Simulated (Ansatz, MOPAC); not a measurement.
Gas-phase reaction in SMILES: OB(O)NC -> O[B]O + C[NH] (CH4N) (the B-N bond breaks)

Wanted: bond dissociation energy (enthalpy at 298 K), in kcal/mol. Conventions: no dispersion term unless named; six Cartesian d functions in 6-31G* and its kin unless marked 5d; valence correlation only; spin-orbit terms left out; non-relativistic; UHF or UKS for open shells. CBS marks a two-point X^-3 extrapolation of the correlation energy; Hartree-Fock from the larger set. [CCSD(T)-MP2]/basis is that difference in the basis named. First-principles rows: single points at B3LYP-D3(BJ) geometries (Ansatz, an electronic-structure program), with unscaled harmonic terms from B3LYP/6-31G* (Ansatz) at its own minima. Semi-empirical rows: MOPAC heats of formation at their own minima for 298 K.

```json
[
 {"species": "CNB(O)O", "coefficient": "-1", "E at B3LYP/6-31G* (Ansatz), Eh": "-271.89159", "E at wB97M-V/def2-TZVPD (Ansatz), Eh": "-271.92389", "H(298 K) - E, kcal/mol": "60.32", "heat of formation at PM6 (MOPAC), kcal/mol": "-167.23"},
 {"species": "O[B]O", "coefficient": "+1", "E at B3LYP/6-31G* (Ansatz), Eh": "-176.50658", "E at wB97M-V/def2-TZVPD (Ansatz), Eh": "-176.54148", "H(298 K) - E, kcal/mol": "21.70", "heat of formation at PM6 (MOPAC), kcal/mol": "-111.56"},
 {"species": "C[NH] (CH4N)", "coefficient": "+1", "E at B3LYP/6-31G* (Ansatz), Eh": "-95.19074", "E at wB97M-V/def2-TZVPD (Ansatz), Eh": "-95.17507", "H(298 K) - E, kcal/mol": "33.54", "heat of formation at PM6 (MOPAC), kcal/mol": "35.08"}
]
```

Coupled cluster (Ansatz) is a level with limits of its own, used here on species with T1 under 0.025 (0.045 for open shells) and stable references: RI-MP2/CBS(aug-cc-pVTZ,aug-cc-pVQZ)+[CCSD(T)-MP2]/aug-cc-pVTZ. Value to compare with, RI-MP2/CBS(aug-cc-pVTZ,aug-cc-pVQZ)+[CCSD(T)-MP2]/aug-cc-pVTZ (Ansatz): 125.0 kcal/mol. 1 Eh = 627.5095 kcal/mol.

Compute it at each level from the table, and compare with RI-MP2/CBS(aug-cc-pVTZ,aug-cc-pVQZ)+[CCSD(T)-MP2]/aug-cc-pVTZ (Ansatz).


- B3LYP/6-31G*: the sum of coefficient times E is 0.19427 Eh, or 121.91 kcal/mol; the thermal terms add -5.08. Result: 116.8 kcal/mol. Its difference against RI-MP2/CBS(aug-cc-pVTZ,aug-cc-pVQZ)+[CCSD(T)-MP2]/aug-cc-pVTZ (Ansatz) is -8.2 kcal/mol.
- wB97M-V/def2-TZVPD: the sum of coefficient times E is 0.20734 Eh, or 130.11 kcal/mol; the thermal terms add -5.08. Result: 125.0 kcal/mol. Its difference against RI-MP2/CBS(aug-cc-pVTZ,aug-cc-pVQZ)+[CCSD(T)-MP2]/aug-cc-pVTZ (Ansatz) is 0.0 kcal/mol.
- PM6: the sum of coefficient times heat of formation is 90.75 kcal/mol; it needs no thermal term. Its difference against RI-MP2/CBS(aug-cc-pVTZ,aug-cc-pVQZ)+[CCSD(T)-MP2]/aug-cc-pVTZ (Ansatz) is -34.3 kcal/mol.
